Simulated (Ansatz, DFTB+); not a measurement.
Voigt–Reuss–Hill shear modulus (GPa) of solids drawn from the class of elemental solids other than molecular ones, at two levels: GFN1-xTB as cut by DFTB+ (DFTB+), and r²SCAN (PAW; Ansatz, a program for electronic structure).

```tsv
solid	GFN1-xTB as cut by DFTB+	r²SCAN	shift (%)
hcp Os	262	281	+7.3
hcp Be	37.9	173	+356
fcc Rh	94.5	164	+74
hcp Zr	15.8	40.9	+159
hcp Re	62.3	181	+191
fcc Cu	15.3	59.2	+287
fcc Ir	105	239	+128
hcp Tc	59.1	146	+147
hcp Ru	146	210	+44
```

The shifts run from +7.3 % to +356 %, with a median of +147 %.

Over all 9 rows r²SCAN is the larger in 9.

Ansatz's runs of these crystals have no spin polarisation. A magnetic state wasn't tried for fcc Rh with meta-GGA or hybrid levels, which favour moments.

Spin–orbit coupling is left out, also for the solids with elements from indium on (hcp Os, hcp Re, fcc Ir); its size isn't shown.

Each level is taken at its own relaxed cell. Caveats: codes differ in how they cut the long-range tail of xTB's charge interaction in a crystal, so the value belongs to this code (GFN1-xTB as cut by DFTB+: hcp Os, hcp Be, fcc Rh, hcp Zr, hcp Re, fcc Cu and 3 more); the method was fitted mainly to molecules (GFN1-xTB as cut by DFTB+: hcp Os, hcp Be, fcc Rh, hcp Zr, hcp Re, fcc Cu and 3 more); the relaxed volume lies over a fifth from the starting cell (GFN1-xTB as cut by DFTB+: hcp Be, hcp Zr). Ansatz's density-functional and Hartree–Fock values are scalar-relativistic unless marked +SOC, with PAW data made under PBE.
